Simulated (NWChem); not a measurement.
The numbers come from NWChem runs, not from measurements. System: H$_{2}$O, charge 0, spin multiplicity 1, displaced from the optimised geometry. Level: LDA (SVWN5)/def2-TZVP.

Input file:

```
start mol
memory heap 200 mb stack 900 mb global 1100 mb
geometry units angstroms nocenter noautoz
  O      0.000000     0.000000    -0.122641
  H      0.772169     0.000000     0.490562
  H     -0.772169     0.000000     0.490562
  symmetry group C2v
end
basis spherical
  * library def2-tzvp
end
dft
  xc slater vwn_5
  semidirect memsize 60000000 filesize 0
  iterations 100
  tolerances tight
end
task dft gradient
```

Part of the output:

```
             Northwest Computational Chemistry Package (NWChem) 7.3.0
             --------------------------------------------------------

                                NWChem Input Module
                                -------------------

 Scaling coordinates for geometry "geometry" by  1.889725989
 (inverse scale =  0.529177249)

 Turning off AUTOSYM since
 SYMMETRY directive was detected!

                             Geometry "geometry" -> ""
                             -------------------------

 Output coordinates in angstroms (scale by  1.889725989 to convert to a.u.)

  No.       Tag          Charge          X              Y              Z
 ---- ---------------- ---------- -------------- -------------- --------------
    1 O                    8.0000     0.00000000     0.00000000    -0.12264100
    2 H                    1.0000     0.77216900     0.00000000     0.49056200
    3 H                    1.0000    -0.77216900     0.00000000     0.49056200

 Effective nuclear repulsion energy (a.u.)       8.9294157530

            Nuclear Dipole moment (a.u.)
            ----------------------------
        X                 Y               Z
 ---------------- ---------------- ----------------
     0.0000000000     0.0000000000    -0.0000075589

      Symmetry information
      --------------------

 Group name             C2v
 Group number             16
 Group order               4
 No. of unique centers     2

      Symmetry unique atoms

     1    2


 Summary of "ao basis" -> "" (spherical)
 ------------------------------------------------------------------------------
       Tag                 Description            Shells   Functions and Types
 ---------------- ------------------------------  ------  ---------------------
 *                         def2-tzvp                  on all atoms

                                 NWChem DFT Module
                                 -----------------

 Summary of "ao basis" -> "ao basis" (spherical)
 ------------------------------------------------------------------------------
       Tag                 Description            Shells   Functions and Types
 ---------------- ------------------------------  ------  ---------------------
 O                         def2-tzvp                11       31   5s3p2d1f
 H                         def2-tzvp                 4        6   3s1p

 Summary of "ao basis" -> "ao basis" (spherical)
 ------------------------------------------------------------------------------
       Tag                 Description            Shells   Functions and Types
 ---------------- ------------------------------  ------  ---------------------
 O                         def2-tzvp                11       31   5s3p2d1f
 H                         def2-tzvp                 4        6   3s1p

      Symmetry analysis of basis
      --------------------------

        a1         19
        a2          4
        b1         12
        b2          8

            General Information
            -------------------
          SCF calculation type: DFT
          Wavefunction type:  closed shell.
          No. of atoms     :     3
          No. of electrons :    10
           Alpha electrons :     5
            Beta electrons :     5
          Charge           :     0
          Spin multiplicity:     1
          Use of symmetry is: on ; symmetry adaption is: on
          Maximum number of iterations: 100
          AO basis - number of functions:    43
                     number of shells:    19
[...]
     5      1.034711  1 O  s                 34     -0.863924  2 H  s
    40     -0.863924  3 H  s                 14      0.317199  1 O  pz
     3      0.185030  1 O  s                  8      0.185940  1 O  pz
    11      0.148246  1 O  pz                33     -0.138986  2 H  s
    39     -0.138986  3 H  s                  2     -0.089393  1 O  s

 Vector    7  Occ=0.000000D+00  E= 6.623534D-02  Symmetry=b1
              MO Center=  2.3D-14,  3.5D-17,  6.8D-01, r^2= 3.6D+00
   Bfn.  Coefficient  Atom+Function         Bfn.  Coefficient  Atom+Function
  ----- ------------  ---------------      ----- ------------  ---------------
    34      1.478578  2 H  s                 40     -1.478578  3 H  s
    12     -0.655815  1 O  px                 6     -0.286399  1 O  px
     9     -0.176386  1 O  px                33      0.122700  2 H  s
    39     -0.122700  3 H  s                 32      0.049378  2 H  s
    38     -0.049378  3 H  s                 37      0.030284  2 H  pz

 Vector    8  Occ=0.000000D+00  E= 3.175669D-01  Symmetry=b1
              MO Center=  2.2D-15, -9.6D-31, -4.1D-02, r^2= 2.8D+00
   Bfn.  Coefficient  Atom+Function         Bfn.  Coefficient  Atom+Function
  ----- ------------  ---------------      ----- ------------  ---------------
    33      1.365719  2 H  s                 39     -1.365719  3 H  s
    12     -0.992499  1 O  px                34     -0.754078  2 H  s
    40      0.754078  3 H  s                  9     -0.307355  1 O  px
    32      0.123678  2 H  s                 38     -0.123678  3 H  s
     6     -0.112478  1 O  px                23      0.096014  1 O  d  1

 center of mass
 --------------
 x =   0.00000000 y =   0.00000000 z =  -0.10207251

 moments of inertia (a.u.)
 ------------------
           2.403675962951           0.000000000000           0.000000000000
           0.000000000000           6.695456626792           0.000000000000
           0.000000000000           0.000000000000           4.291780663841

     Multipole analysis of the density
     ---------------------------------

     L   x y z        total         alpha         beta         nuclear
     -   - - -        -----         -----         ----         -------
     0   0 0 0     -0.000000     -5.000000     -5.000000     10.000000

     1   1 0 0      0.000000      0.000000      0.000000      0.000000
     1   0 1 0     -0.000000     -0.000000     -0.000000      0.000000
     1   0 0 1      0.846565      0.423286      0.423286     -0.000008

     2   2 0 0     -3.301282     -3.779870     -3.779870      4.258458
     2   1 1 0     -0.000000     -0.000000     -0.000000      0.000000
     2   1 0 1      0.000000      0.000000      0.000000      0.000000
     2   0 2 0     -5.756459     -2.878230     -2.878230      0.000000
     2   0 1 1      0.000000      0.000000      0.000000      0.000000
     2   0 0 2     -4.729177     -3.438816     -3.438816      2.148455

            General Information
            -------------------
          SCF calculation type: DFT
          Wavefunction type:  closed shell.
          No. of atoms     :     3
          No. of electrons :    10
           Alpha electrons :     5
            Beta electrons :     5
          Charge           :     0
          Spin multiplicity:     1
          Use of symmetry is: on ; symmetry adaption is: on
          Maximum number of iterations: 100
          AO basis - number of functions:    43
                     number of shells:    19
          Convergence on energy requested:  1.00D-06
          Convergence on density requested:  1.00D-05
          Convergence on gradient requested:  5.00D-04

              XC Information
              --------------
                        Slater Exchange Functional  1.000 local
                      VWN V Correlation Functional  1.000 local

             Grid Information
             ----------------
          Grid used for XC integration:  medium
          Radial quadrature: Mura-Knowles
          Angular quadrature: Lebedev.
          Tag              B.-S. Rad. Rad. Pts. Rad. Cut. Ang. Pts.
          ---              ---------- --------- --------- ---------
          O                   0.60       49           6.0       434
          H                   0.35       45           7.0       434
          Grid pruning is: on
          Number of quadrature shells:    94
          Spatial weights used:  Erf1

          Convergence Information
          -----------------------
          Convergence aids based upon iterative change in
          total energy or number of iterations.
          Levelshifting, if invoked, occurs when the
          HOMO/LUMO gap drops below (HL_TOL):  1.00D-02
          DIIS, if invoked, will attempt to extrapolate
          using up to (NFOCK): 10 stored Fock matrices.

                    Damping( 0%)  Levelshifting(0.5)       DIIS
                  --------------- ------------------- ---------------
          dE  on:    start            ASAP                start
          dE off:    2 iters        100 iters           100 iters

      Screening Tolerance Information
      -------------------------------
          Density screening/tol_rho:  1.00D-10
          AO Gaussian exp screening on grid/accAOfunc:  14
          CD Gaussian exp screening on grid/accCDfunc:  20
          XC Gaussian exp screening on grid/accXCfunc:  20
          Schwarz screening/accCoul:  1.00D-08

                            NWChem DFT Gradient Module
                            --------------------------

  charge          =   0.00
  wavefunction    = closed shell

  Using symmetry

                         DFT ENERGY GRADIENTS

    atom               coordinates                        gradient
                 x          y          z           x          y          z
   1 O       0.000000   0.000000  -0.231758    0.000000   0.000000  -0.018250
   2 H       1.459188   0.000000   0.927028    0.008181   0.000000   0.009125
   3 H      -1.459188   0.000000   0.927028   -0.008181   0.000000   0.009125

                 ----------------------------------------
                 |  Time  |  1-e(secs)   |  2-e(secs)   |
                 ----------------------------------------
                 |  CPU   |       0.00   |       0.27   |
                 ----------------------------------------
                 |  WALL  |       0.00   |       0.27   |
                 ----------------------------------------

 Task  times  cpu:        0.8s     wall:        0.8s

 Total times  cpu:        0.9s     wall:        0.9s
```
